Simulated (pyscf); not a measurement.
H₃C–Si:–Cl [singlet] + H₂ -> CH₄ + :HSi–Cl [singlet], a four-centre exchange (singlet surface; C–Si, H–H broken, C–H, H–Si formed). PySCF, gas phase, ωB97X-D3(BJ)/def2-SVP geometries. Energies in kJ/mol from the separated reactants.

Small-basis levels: PySCF, no dispersion term, spherical d functions. AM1 to PM7: differences of heats of formation from MOPAC, which are fitted to 298 K values and so differ in kind from electronic energies by zero-point and thermal terms. GFN2-xTB: tblite. 

| level | barrier | reaction energy |
|---|---|---|
| HF/3-21G | 219.9 | -16.4 |
| HF/6-31G* | 183.2 | -46.0 |
| B3LYP/LANL2DZ | 144.0 | -14.4 |
| B3LYP/6-31G* | 116.0 | -27.9 |
| M06-2X/6-31G* | 107.4 | -16.8 |
| PBE/def2-SVP | 62.3 | -18.0 |
| GFN2-xTB | 219.2 | -77.0 |
| AM1 | 195.6 | +63.7 |
| PM7 | 249.4 | +144.2 |
| ωB97M-D3(BJ)/def2-TZVP | 96.2 | -14.9 |

Against the last row the barrier runs from -33.9 (PBE/def2-SVP) to +153.2 kJ/mol (PM7). ωB97M-D3(BJ)/def2-TZVP has limits of its own. At the saddle there is also a short H–Si contact that neither side keeps. This is the saddle that the search found; another between the same sides may lie lower.
